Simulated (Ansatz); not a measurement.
Relaxation of BClH4 (6 atoms, charge 0, multiplicity 1), to a largest force component of 0.03 eV/Å in at most 50 steps.

Computed with RKS PBE0-D4/def2-SVPD in Ansatz.

```xyz
6
Properties=species:S:1:pos:R:3
B 0.020 -0.506 -0.294
H 0.033 0.272 1.965
H 1.071 0.053 -0.442
H -1.063 -0.016 -0.448
Cl 0.074 -2.290 0.059
H -0.007 -0.437 1.850
```

**Question.** Where does it end, and by what steps?

**Answer.** The run converged. After 6 steps the energy has fallen by 0.143 eV; H6 moved furthest, 0.52 Å.

| step | energy less start (eV) | largest force component (eV/Å) | accepted |
| --- | --- | --- | --- |
| 0 | 0.0000 | 1.760 | yes |
| 1 | -0.0826 | 1.017 | yes |
| 2 | -0.0955 | 0.921 | yes |
| 3 | -0.1072 | 0.916 | yes |
| 4 | -0.1334 | 0.585 | yes |
| 5 | -0.1429 | 0.063 | yes |
| 6 | -0.1432 | 0.018 | yes |

```xyz
6
Properties=species:S:1:pos:R:3
B 0.026 -0.631 -0.460
H 0.026 0.477 2.159
H 1.068 -0.038 -0.518
H -1.050 -0.102 -0.516
Cl 0.079 -2.370 -0.317
H -0.019 -0.260 2.343
```

Time of the run: 12 s on 1 thread of Arm Neoverse V2, with other jobs on the host, peak memory 0.13 GiB.
